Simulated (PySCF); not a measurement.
## Nonlinear optical response: 4-chloro-1,2-butadiene (SMILES C=C=CCCl)

Geometry:
| atom | x (Å) | y (Å) | z (Å) |
| --- | --- | --- | --- |
| C1 | 2.111 | -0.149 | 0.167 |
| C2 | 0.856 | -0.323 | -0.117 |
| C3 | -0.405 | -0.487 | -0.399 |
| C4 | -1.447 | 0.505 | -0.019 |
| Cl5 | -2.660 | -0.222 | 1.086 |
| H6 | 2.534 | -0.531 | 1.090 |
| H7 | 2.774 | 0.379 | -0.510 |
| H8 | -0.730 | -1.375 | -0.935 |
| H9 | -1.015 | 1.358 | 0.499 |
| H10 | -2.008 | 0.851 | -0.887 |

Level of theory: quadratic response CAM-B3LYP/def2-TZVPD first hyperpolarisability, Taylor convention, gas phase in PySCF. Geometry: PBE0-D3(BJ)/def2-TZVP.

**Question.** What is the first hyperpolarisability, and how does it disperse?

**Answer.** In au, Taylor convention; the vector part is βᵢ = ⅓ Σⱼ (βᵢⱼⱼ + βⱼᵢⱼ + βⱼⱼᵢ); β∥ is 3/5 of the vector part along the dipole, the dipole points from − to +:
| process | λ (nm) | β vector norm | β∥ | β HRS | depolarisation ratio |
| --- | --- | --- | --- | --- | --- |
| static β(0;0,0) | ∞ | 56.4 | 29.7 | 23.2 | 5.13 |
| second harmonic β(−2ω;ω,ω) | 1907 | 60.3 | 31.7 | 24.7 | 5.13 |
| Pockels β(−ω;ω,0) | 1907 | 57.6 | 30.3 | – | – |
| second harmonic β(−2ω;ω,ω) | 1064 | 70.4 | 37.0 | 28.8 | 5.10 |
| Pockels β(−ω;ω,0) | 1064 | 60.6 | 31.9 | – | – |

**Question.** Which lowest excitations, dipole and polarisabilities go with it?

**Answer.** S1 5.84 eV (f = 0.006); S2 6.14 eV (f = 0.001); S3 6.84 eV (f = 0.090); dipole 2.12 D; isotropic α 68.6 au static, 68.9 au at 1907 nm, 69.4 au at 1064 nm, 69.6 au at 953.5 nm, 72.0 au at 532 nm.
